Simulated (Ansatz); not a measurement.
**Dissociation curves of [CH3]− (SMILES [CH3-])**

The species is [CH3]− (4 atoms), meant as a singlet with charge -1. As SMILES, `[CH3-]`. The shape is that of a GFN2-xTB optimisation.

```xyz
4

C    -0.1657   -0.1757    0.2958
H     0.1421    0.9163    0.4600
H    -0.7862   -0.1025   -0.6657
H     0.8097   -0.6381   -0.0901
```

The C1–H2 distance is scanned; the parts on either side stay rigid. Basis 3-21G, 1 core orbital frozen in the correlated methods; program Ansatz 0.2.0. FCI is exact within this basis and core. Energies in eV from each method's value at 1.146 Å; methods without a U are spin-restricted. The set has no diffuse functions, which an anion needs. The shape above is that at 1.146 Å.

```
distance (Å)   PBE  revPBE  B3LYP  wB97X  RPA@PBE  BCCD(T)  CCSDT   FCI
       1.111  0.05    0.06   0.03   0.00     0.07     0.04   0.04  0.04
       1.146  0.00    0.00   0.00   0.00     0.00     0.00   0.00  0.00
       1.389  0.53    0.52   0.54   0.58     0.48     0.51   0.51  0.51
       1.433  0.55    0.53   0.60   0.67     0.49     0.55   0.55  0.55
       1.666  1.41    1.38   1.45   1.58     1.26     1.35   1.35  1.35
       1.719  1.41    1.38   1.49   1.66     1.26     1.38   1.37  1.38
       2.222  2.79    2.72   2.86   3.20     2.40     2.67   2.66  2.67
       2.293  2.74    2.66   2.85   3.23     2.35     2.66   2.65  2.66
       2.778  3.48    3.38   3.61   4.17     2.88     3.41   3.41  3.42
       2.866  3.41    3.30   3.57   4.18     2.83     3.38   3.38  3.39
```

Departure from the FCI curve at its largest: PBE +0.13 eV at 2.22 Å; revPBE -0.09 eV at 2.87 Å; B3LYP +0.20 eV at 2.22 Å; wB97X +0.79 eV at 2.87 Å; RPA@PBE -0.56 eV at 2.87 Å; BCCD(T) -0.01 eV at 2.87 Å; CCSDT -0.01 eV at 2.87 Å. A jump in PBE, revPBE, B3LYP, wB97X, RPA@PBE, BCCD(T), CCSDT shows that the solution changed state along the way. For the functionals part of the departure is owed to the small basis.
